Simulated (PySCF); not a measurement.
## Ionisation energy of Si by level of theory

Si [Ne] 3s2 3p2 [3p1/2^2, M_J = 0] → Si⁺ [Ne] 3s2 3p1 [3p1/2^1, M_J = 1/2], as a difference of total energies. Calculation: PySCF 2.14, in x2c-SVPall-2c with one added diffuse shell each of s, p type (5s5p1d, 25 functions); the two-component X2C-1e Hamiltonian. Correlated levels: [Ne] frozen. "Screened" scales the spin-orbit matrix elements by Boettger's factors to mimic the two-electron term; Breit and QED terms are absent.

```
                    method  ionisation energy (eV)  error (eV)
           GHF (spin-free)                   7.550      -0.602
          GMP2 (spin-free)                   7.881      -0.271
 GHF (screened spin-orbit)                   7.537      -0.615
GMP2 (screened spin-orbit)                   7.869      -0.283
```

Reference: 8.152 eV (measured; NIST Atomic Spectra Database, ionization energies).

Errors of the correlated levels include the incompleteness of this basis and the frozen core.

The labels give the starting determinants; with spin-orbit coupling the two ends relaxed to ⟨J²⟩ = 1.96, ⟨L²⟩ = 2.01, ⟨S²⟩ = 2.00 and ⟨J²⟩ = 0.98, ⟨L²⟩ = 2.05, ⟨S²⟩ = 0.77.

The determinant of Si mixes levels of different J (the jj label is only the starting occupation), so the difference between spin-free and spin-orbit rows is not the physical spin-orbit shift.
